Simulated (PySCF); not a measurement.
C₄H₈N (doublet state).
Geometry (GFN2-xTB, Å), atoms numbered from 1 in this order:
```xyz
13
C4H8N angstrom
C      1.954   -0.360   -0.739
C      1.105    0.227    0.044
C     -0.234    0.060    0.625
C     -1.147    1.217    0.214
N     -0.865   -1.204    0.233
H      2.907    0.095   -0.970
H      1.810   -1.331   -1.220
H     -0.149    0.042    1.719
H     -0.752    2.157    0.588
H     -1.214    1.273   -0.870
H     -2.142    1.057    0.620
H     -0.294   -1.993    0.514
H     -0.982   -1.238   -0.775
```

The hyperfine couplings belong to this conformer and change with its torsions.

The species is `C=[C][C@@H](C)N` [radical].

Method: UKS B3LYP, pcH-1 on C H N, non-relativistic, mean-field spin-orbit, GIAO (PySCF 2.14.0). Isolated species at its GFN2-xTB geometry (one conformer only). The geometry wasn't refined by DFT: couplings that depend on bond lengths, twists or pyramidal angles can differ widely from those at the functional's own minimum. The SCF solution wasn't tested for stability.

(1) Give the principal g shifts and their parts.

(2) Average each term over the three axes. Which is largest in size?

(3) What are the electron Larmor frequencies g μB B/h along the three axes at 1200 mT?

(4) What effective moment and Curie constant follow for a powder?

(5) In a frozen sample, at which fields do the three g values resonate at 9.5, 34, 94 and 263 GHz (hyperfine left aside), and which band first spreads them over more than twice a line width of 0.3 mT?

Results:

(1) 
| Δg (ppm) | 1 | 2 | 3 |
| --- | --- | --- | --- |
| relativistic mass correction | -158 | -158 | -158 |
| gauge correction | 36 | 7 | 24 |
| orbital Zeeman/spin–orbit | -666 | -13 | 858 |
| total | -788 | -164 | 724 |

So g = 2.00153, 2.00216, 2.00304 and g_iso = 2.00224; the tensor is rhombic: the two nearest values differ by 41 % of g3 − g1. 

(2) The mass correction -158, the orbital-Zeeman/spin–orbit term 60 and the gauge correction 23 ppm, for a total of -76 ppm. The mass correction is the largest in size. The mass correction is the same along every axis, so the anisotropy comes from the other two: their spans along these axes are 29 (gauge) and 1524 ppm (orbital Zeeman/spin–orbit).

(3) 33.6167, 33.6272, 33.6421 GHz for g1, g2 and g3, a range of 25.4 MHz.

(4) With the mean of g² = 4.0090 and S(S+1) = 0.75: μ_eff = √(⟨g²⟩S(S+1)) = 1.734 μB and χT = 0.12505·⟨g²⟩·S(S+1) = 0.376 cm³ K/mol (cgs; spin-Hamiltonian part alone).

(5) 
```tsv
band	GHz	B(g3) mT	B(g2) mT	B(g1) mT	spread mT
X	9.5	338.86	339.01	339.12	0.26
Q	34.0	1212.77	1213.30	1213.68	0.92
W	94.0	3352.94	3354.43	3355.47	2.53
J	263.0	9381.10	9385.26	9388.19	7.09
```

The spread grows in proportion to the frequency. Q band is the first where it exceeds 0.6 mT.

Largest spin populations (Mulliken): C2 (+0.95), C1 (-0.16), H7 (+0.10) and N5 (+0.09). C2 is the only atom above +0.15. The positive populations add up to 1.19 and the negative ones to -0.19, together 2S = 1.

The HOMO–LUMO gaps are 5.99 eV among the α and 5.15 eV among the β orbitals.
